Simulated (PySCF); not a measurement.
Working out the ionisation energy of Si

Si [Ne] 3s2 3p2 (3P) → Si⁺ [Ne] 3s2 3p1 (2P). Computed with PySCF 2.14 in aug-cc-pVDZ-DK (5s4p2d, 27 functions), with the spin-free X2C one-electron Hamiltonian (Gaussian nucleus). Frozen: [Ne]. Energies in hartree (1 hartree = 27.21139 eV):

| part | Si (lower) | Si⁺ (upper) |
| --- | --- | --- |
| UHF | -289.452928 | -289.172159 |
| MP2 opposite-spin | -0.038253 | -0.032794 |
| MP2 same-spin | -0.008249 | -0.002260 |

Question: What does Hartree-Fock give?

Answer: (-289.172159) − (-289.452928) = 0.280769 hartree = 7.640 eV.

Question: What do MP2 and SCS-MP2 (6/5 opposite-spin, 1/3 same-spin) give?

Answer: The opposite-spin parts differ by 0.149 eV and the same-spin parts by 0.163 eV. MP2: 7.640 + (0.149) + (0.163) = 7.952 eV. SCS-MP2: 7.640 + 1.2 × (0.149) + (0.163)/3 = 7.873 eV.

Measured between the centres of the two terms (NIST): 8.157 eV, so MP2 (valence) is off by -0.205 eV.

A double-zeta basis recovers only part of the correlation energy.

What remains against the reference includes basis incompleteness, the frozen core and correlation beyond second order.
